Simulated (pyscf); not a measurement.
HO–Si(SiH₃)(SiH₃)–SiH₃ (SMILES O[Si]([SiH3])([SiH3])[SiH3]) + HCl (SMILES Cl) -> HO–Si(SiH₃)(SiH₃)–SiH₂–Cl (SMILES O[Si]([SiH3])([SiH3])[SiH2]Cl) + H₂ (SMILES [H][H]) (four-centre exchange; singlet surface; H–Si, Cl–H broken, Cl–Si, H–H formed). Single points on ωB97X-D3(BJ)/def2-SVP structures (PySCF, gas phase). Energies in kcal/mol from the separated reactants.

| level | barrier | reaction energy |
|---|---|---|
| ωB97X-D3(BJ)/def2-TZVP | 24.9 | -19.9 |
| PBE/def2-TZVP | 24.2 | -15.7 |
| B3LYP-D3(BJ)/def2-TZVP | (withheld) | (withheld) |
| PBE0-D3(BJ)/def2-TZVP | (withheld) | -17.3 |
| M06-2X/def2-TZVP | 25.3 | -20.0 |
| HF/def2-TZVP | 47.4 | -13.2 |

Complete the blanks.


- B3LYP-D3(BJ)/def2-TZVP, barrier: 25.9
- B3LYP-D3(BJ)/def2-TZVP, reaction energy: -18.0
- PBE0-D3(BJ)/def2-TZVP, barrier: 24.0

The functionals in the table span 1.9 kcal/mol in this barrier, from PBE0-D3(BJ) to B3LYP-D3(BJ). At the saddle there is also a short H–Si contact that neither side keeps. This is the saddle that the search found; another between the same sides may lie lower.
